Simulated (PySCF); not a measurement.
chloroform (CHCl3), SMILES C(Cl)(Cl)Cl.

The structure is a stationary point at PBE-D3(BJ)/def2-SVP.

Two levels are set side by side: PBE/def2-TZVPD (PySCF) and M06-2X/def2-TZVPD (PySCF). Same geometry, gas phase. Differences are taken from unrounded values.

```csv
quantity,PBE
orbital gap (eV),5.19
highest occupied level (eV),-7.54
lowest empty level (eV),-2.36
dipole moment (D),1.03
mean polarisability (bohr³),60.3
```

Question: These are the PBE values. What does M06-2X give? (Estimate from the structure and the level; the computed values follow.)

Answer: 
```csv
quantity,M06-2X,PBE minus M06-2X
orbital gap (eV),9.96,-4.78
highest occupied level (eV),-10.33,2.79
lowest empty level (eV),-0.37,-1.99
dipole moment (D),1.10,-0.07
mean polarisability (bohr³),57.5,2.8
```

Without exact exchange PBE keeps part of each electron's self-repulsion, which lifts occupied levels and narrows the gap. Loosely held outer electrons make PBE densities more polarisable. Differences between two approximate levels are no errors against the true value.

Rough cost on one machine, each run with all the roots and properties that it gave: M06-2X against PBE about 4 times.
